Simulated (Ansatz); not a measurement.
Cost and result up the ladder for Li₃H₆⁻ (9 atoms). Charge -1, multiplicity 1. Geometry: PBE-D4/def2-TZVPD.

```xyz
9

Li    0.941    1.258   -0.608
Li   -0.236   -0.710    0.181
Li   -0.507    1.404    1.276
H     1.359   -0.511   -0.732
H    -0.639   -0.294    1.912
H    -0.133   -2.074   -1.236
H    -0.895    0.891   -0.504
H     0.923    2.433    0.790
H    -0.812   -2.396   -1.079
```

Ansatz on 4 threads of Arm Neoverse V2 on a shared host. Times are rough, summed over both states, and most runs start from the orbitals of an earlier one. ωB97X-V/def2-TZVPD serves as the yardstick here, not as an exact answer. Differences are given only for rows in sets of like size (and for xTB, whose basis is part of the method), since another set adds its own error. The other state is a quintet at its own geometry, which has other bonds, so the gap mixes isomer and spin.

HSE06 is defined as in plane-wave codes, on full-range PBE exchange. Correlated methods freeze no core orbitals; core or outer-core shells of Li are correlated, in sets that lack core-valence functions. In the singlet, H6 and H9 lie 0.77 Å apart (atoms count from 1), so H2 has formed as a molecule. In the quintet geometry the species has come apart into loosely held pieces. In the quintet, H6 and H9 lie 0.78 Å apart, H5 and H7 lie 0.79 Å apart, H4 and H8 lie 0.91 Å apart (atoms count from 1), so H2 has formed as a molecule. The structure comes from a short search, and lower isomers may exist.

Run but left out: GFN1-xTB, GFN2-xTB (tight binding far off the other levels).

Correlated methods converge slowly with the basis.

```tsv
level	functions	wall time	quintet − singlet (eV)	difference from ωB97X-V/def2-TZVPD (eV)	remarks
HF/STO-3G	21	0.1 s	4.41	–	HOMO above zero (quintet)
MP2/def2-TZVPD	105	0.6 s	3.74	-1.05	–
PBE-D4/def2-TZVPD	105	1.4 s	3.00	-1.78	HOMO above zero (quintet)
BLYP-D4/def2-TZVPD	105	1.5 s	2.80	-1.99	HOMO above zero (quintet)
revPBE-D4/def2-TZVPD	105	1.5 s	1.65	-3.14	HOMO above zero (quintet)
HSE06-D4/def2-TZVPD	105	1.6 s	3.24	-1.55	HOMO above zero (quintet)
PBE0-D4/def2-TZVPD	105	2.2 s	3.22	-1.56	HOMO above zero (quintet)
RPA@PBE/def2-TZVPD	105	2.3 s	3.71	-1.07	–
r2SCAN-D4/def2-TZVPD	105	2.6 s	3.49	-1.30	HOMO above zero (quintet)
B97M-V/def2-TZVPD	105	6.1 s	5.15	0.36	HOMO above zero (quintet)
ωB97X-V/def2-TZVPD (with forces)	105	6.3 s	4.79	0.00	–
```
